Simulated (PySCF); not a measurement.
**Working out the ionisation energy of C**

C [He] 2s2 2p2 (3P) → C⁺ [He] 2s2 2p1 (2P). Computed with PySCF 2.14 in def2-SVP (3s2p1d, 14 functions), with no relativity, point nucleus. Frozen: 1s2. Energies in hartree (1 hartree = 27.21139 eV):

| part | C (lower) | C⁺ (upper) |
| --- | --- | --- |
| UHF | -37.645230 | -37.244191 |
| CCSD correlation | -0.069166 | -0.066659 |
| (T) | -0.001010 | -0.000737 |

What does Hartree-Fock give?

(-37.244191) − (-37.645230) = 0.401039 hartree = 10.913 eV.

What do CCSD and CCSD(T) give?

The CCSD correlation energies differ by 0.002507 hartree = 0.068 eV and the triples by 0.000273 hartree = 0.007 eV, so CCSD gives 10.981 eV and CCSD(T) 10.988 eV.

Measured between the centres of the two terms (NIST): 11.262 eV, so CCSD(T) (valence) is off by -0.274 eV.

A double-zeta basis recovers only part of the correlation energy.

What remains against the reference includes basis incompleteness, the frozen core and higher excitations.
